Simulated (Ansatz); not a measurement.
This script for the Python package of Ansatz (0.2.0) starts 8 runs on AlH6NSi, SMILES N[SiH2][AlH2]. What input does the engine get in each?

The script, `alh6nsi.py`:
```python
# -*- coding: utf-8 -*-
'''Stretching a bond of AlH6NSi, the rest held rigid.'''

import ansatz as az
from ase import Atoms
import numpy as np

BASIS = 'def2-SVP'
FUNCTIONAL = 'r2scan'

atoms = Atoms(['N', 'Si', 'Al', 'H', 'H', 'H', 'H', 'H', 'H'], positions=[
    (-1.211, 0.5917, -0.9563),
    (0.3312, 0.6268, -0.158),
    (0.4444, -1.2339, 1.2685),
    (-1.2251, -0.2111, -1.5652),
    (-1.2595, 1.4459, -1.637),
    (0.4913, 1.8802, 0.6246),
    (1.4268, 0.5532, -1.164),
    (1.6549, -2.3146, 1.0504),
    (-0.5646, -1.3845, 2.5199),
])
alh6nsi = az.Crystal.molecule_from_ase(atoms)

symbols = [site.symbol for site in alh6nsi.cartesian_sites]
start = np.array([site.position_ang for site in alh6nsi.cartesian_sites])
axis = (start[3] - start[0]) / np.linalg.norm(start[3] - start[0])
moving = [3]
lengths, energies = [0.887, 0.927, 0.967, 1.008, 1.048, 1.088, 1.129, 1.189], []
for length in lengths:
    xyz = start.copy()
    xyz[moving] += (length - np.linalg.norm(start[3] - start[0])) * axis
    point = az.Crystal.molecule()
    for symbol, xyz in zip(symbols, xyz):
        point = point.atom(symbol, xyz.tolist())
    setup = point.calculation().basis(gaussian=BASIS).functional(FUNCTIONAL)
    r = setup.run().report
    energies.append(r['free_energy_ev'])
    print(f'r = {length:6.3f} A  E = {energies[-1]:.5f} eV  <S^2> = {abs(r["mean_field"]["state"]["spin_squared"]):.3f}')

# quartic fit about the minimum
fit = np.polynomial.Polynomial.fit(lengths, np.array(energies) - min(energies), 4).convert()
roots = [r.real for r in fit.deriv().roots() if abs(r.imag) < 1e-9 and fit.deriv(2)(r.real) > 0]
r_e = min(roots, key=lambda r: abs(r - lengths[int(np.argmin(energies))]))
print(f'minimum of the fit at {r_e:.4f} A, force constant {fit.deriv(2)(r_e):.2f} eV/A^2')
```

Run 1:
```yaml
crystal:
  periodic: [false, false, false]
  atoms:
    - { symbol: "N", position_ang: [-1.211, 0.5917, -0.9563] }
    - { symbol: Si, position_ang: [0.3312, 0.6268, -0.158] }
    - { symbol: Al, position_ang: [0.4444, -1.2339, 1.2685] }
    - { symbol: H, position_ang: [-1.2234112163389568, -0.11494712602229547, -1.4922708956589135] }
    - { symbol: H, position_ang: [-1.2595, 1.4459, -1.637] }
    - { symbol: H, position_ang: [0.4913, 1.8802, 0.6246] }
    - { symbol: H, position_ang: [1.4268, 0.5532, -1.164] }
    - { symbol: H, position_ang: [1.6549, -2.3146, 1.0504] }
    - { symbol: H, position_ang: [-0.5646, -1.3845, 2.5199] }
basis:
  gaussian:
    orbitals: def2-SVP
hamiltonian:
  xc: r2scan
```

Run 2, against run 1:
```diff
-    - { symbol: H, position_ang: [-1.2234112163389568, -0.11494712602229547, -1.4922708956589135] }
+    - { symbol: H, position_ang: [-1.2239709104241407, -0.14681396372341365, -1.5164409473233513] }
```

Run 3, against run 1:
```diff
-    - { symbol: H, position_ang: [-1.2234112163389568, -0.11494712602229547, -1.4922708956589135] }
+    - { symbol: H, position_ang: [-1.2245306045093247, -0.17868080142453177, -1.5406109989877894] }
```

Run 4, against run 1:
```diff
-    - { symbol: H, position_ang: [-1.2234112163389568, -0.11494712602229547, -1.4922708956589135] }
+    - { symbol: H, position_ang: [-1.2251042909466385, -0.21134431006817794, -1.5653853019438384] }
```

Run 5, against run 1:
```diff
-    - { symbol: H, position_ang: [-1.2234112163389568, -0.11494712602229547, -1.4922708956589135] }
+    - { symbol: H, position_ang: [-1.2256639850318225, -0.24321114776929614, -1.5895553536082765] }
```

Run 6, against run 1:
```diff
-    - { symbol: H, position_ang: [-1.2234112163389568, -0.11494712602229547, -1.4922708956589135] }
+    - { symbol: H, position_ang: [-1.2262236791170067, -0.27507798547041434, -1.6137254052727146] }
```

Run 7, against run 1:
```diff
-    - { symbol: H, position_ang: [-1.2234112163389568, -0.11494712602229547, -1.4922708956589135] }
+    - { symbol: H, position_ang: [-1.2267973655543203, -0.3077414941140604, -1.6384997082287636] }
```

Run 8, against run 1:
```diff
-    - { symbol: H, position_ang: [-1.2234112163389568, -0.11494712602229547, -1.4922708956589135] }
+    - { symbol: H, position_ang: [-1.2276369066820965, -0.3555417506657377, -1.6747547857254206] }
```

`python alh6nsi.py` gives:
```text
r =  0.887 A  E = -16052.97086 eV  <S^2> = 0.000
r =  0.927 A  E = -16053.26671 eV  <S^2> = 0.000
r =  0.967 A  E = -16053.43576 eV  <S^2> = 0.000
r =  1.008 A  E = -16053.50655 eV  <S^2> = 0.000
r =  1.048 A  E = -16053.49812 eV  <S^2> = 0.000
r =  1.088 A  E = -16053.43076 eV  <S^2> = 0.000
r =  1.129 A  E = -16053.31506 eV  <S^2> = 0.000
r =  1.189 A  E = -16053.08440 eV  <S^2> = 0.000
minimum of the fit at 1.0224 A, force constant 43.41 eV/A^2
```

Reading the output:
- These settings explore the input space; basis and method may be short of convergence.
- The rest of the molecule is held rigid at a force-field or estimated start geometry, and the basis set is modest; single-reference methods fail as a bond breaks.
- The orbitals are restricted, so S² is zero by construction.
- Wall time of the script: 26 s on 1 thread of Arm Neoverse V2, with other jobs on the host, peak memory 0.2 GiB.

(A comment or docstring line of the script was reworded after the run, the code is as it ran; lines on the test bed's own set-up are left out of the output.)
